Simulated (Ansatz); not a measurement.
# Exact exchange and the vertical energy of the triplet above the singlet of NH3 (ammonia)

NH3: 4 atoms, total charge 0, spin state singlet. SMILES: `N`. The coordinates come from a GFN2-xTB relaxation.

The vertical energy of the triplet above the singlet y, in eV, basis 6-31G; a is the functional's share of exact exchange. Programs: Ansatz 0.2.0.

| functional | program | a | y (eV) |
| --- | --- | --- | --- |
| PBE | Ansatz | 0 | 6.95 |
| BLYP | Ansatz | 0 | 6.89 |
| B3LYP | Ansatz | 0.2 | 7.02 |
| PBE0 | Ansatz | 0.25 | ? |
| r2SCAN0 | Ansatz | 0.25 | 6.99 |
| BHLYP | Ansatz | 0.5 | 7.10 |

Question: Fit y = c + s·a to the known rows and predict PBE0.

Answer: 
1. Means of the 5 rows: a = 0.1900, y = 6.990.
2. Σ(Δa)² = 0.172, Σ(Δa·Δy) = 0.061, so the slope is 0.061/0.172 = 0.35465.
3. Intercept: 6.990 − (0.35465) × 0.1900 = 6.923. The largest residual of the fit is 0.033.
4. PBE0: 6.923 + (0.35465) × 0.25 = 7.01 eV.

The run gave 7.06 eV, so the prediction is off by -0.05 eV, more than the largest residual. The rows mix families of semi-local functionals, which the line can't see.
